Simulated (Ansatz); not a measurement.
**A basis-limit estimate, worked out**

An elementary step of CH$_{10}$Si$_{2}$, singlet (Si₂H₆ ([SiH3][SiH3]) + CH₄ → CH₈Si₂ ([CH3][SiH2][SiH3]) + H₂; Si–H, H–C broken or loosened, Si–C, H–H formed or tightened). “Start” and “end” are the PBE0-D4/def2-TZVP structures reached by relaxing down either side of its saddle point, with the molecules still in contact.

Program: Ansatz 0.2.0. Basis: def2-TZVPP and def2-QZVPP. Cores are frozen in the correlated methods.

Energies in eV:

| quantity | end | start |
| --- | --- | --- |
| Hartree–Fock, triple zeta (X = 3) | -16913.48976 | -16914.01812 |
| Hartree–Fock, quadruple zeta (X = 4) | -16914.05063 | -16914.57498 |
| MP2 correlation, X = 3 | -12.89662 | -12.66321 |
| MP2 correlation, X = 4 | -13.74924 | -13.50192 |
| CCSD(T) correlation, X = 3 | -15.18854 | -15.01099 |

(1) Work out the step energy at the basis limit: extrapolate Hartree–Fock as E(X) = E∞ + A exp(−7.88 √X) and the MP2 correlation as E(X) = E∞ + B X^−2.97 (the exponents that Neese and Valeev fitted for def2-TZVPP and QZVPP), then add CCSD(T) − MP2 in triple zeta.

T1 diagnostic: at most 0.013.

Answers

(1) Each step is linear, so take the differences first (end − start): Hartree–Fock 0.52836 (X = 3) and 0.52435 (X = 4); MP2 correlation -0.23341 and -0.24732; CCSD(T) correlation -0.17755.
Two points give E∞ = E(4) + w [E(4) − E(3)], with w = 1/(exp(7.88 (2 − √3)) − 1) = 0.1377 for Hartree–Fock and w = 1/((4/3)^2.97 − 1) = 0.7407 for the correlation.
Hartree–Fock: 0.52435 + 0.1377 × (-0.00401) = 0.5238 eV.
MP2 correlation: -0.24732 + 0.7407 × (-0.01391) = -0.2576 eV.
CCSD(T) − MP2: -0.17755 − (-0.23341) = 0.0559 eV.
Sum: 0.5238 + (-0.2576) + 0.0559 = 0.3221 eV, or 7.43 kcal/mol. Plain CCSD(T) in triple zeta gives 0.3508 eV, so the larger basis shifts the result by -0.0287 eV.

Labels in which every atom is bracketed show which atoms are joined, not bond orders.

For scale, one of the runs: CCSD(T)/def2-TZVPP, 255 basis functions, launched by `ansatz run in.yaml --threads 4 --pin off --events-out ev --progress --plain --max-ram 9574MiB`. Time: 110 s of wall clock on 4 CPU threads of an Intel Xeon; the host was shared. Peak host memory: 5.3 GiB.
